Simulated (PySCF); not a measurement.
# How methods differ on the ionisation energy of Ar

Ar [Ar] → Ar⁺ [Ne] 3s2 3p5 [3p1/2^2 3p3/2^3, M_J = 3/2], as a difference of total energies. Computed with PySCF 2.14 in x2c-SVPall-2c (4s4p1d, 21 functions), with the two-component X2C-1e Hamiltonian. Correlated levels: [Ne] frozen. "Screened" scales the spin-orbit matrix elements by Boettger's factors to mimic the two-electron term; Breit and QED terms are absent.

```
                    method  ionisation energy (eV)
           GHF (spin-free)                  14.701
          GMP2 (spin-free)                  15.350
 GHF (screened spin-orbit)                  14.636
GMP2 (screened spin-orbit)                  15.285
```

Errors of the correlated levels include the incompleteness of this basis and the frozen core.

Q: Which method comes closest to the reference value, and which is furthest?

A: The reference is 15.760 eV (measured; NIST Atomic Spectra Database, ionization energies). Closest: GMP2 (spin-free) (error -0.410 eV); furthest: GHF (screened spin-orbit) (error -1.124 eV).
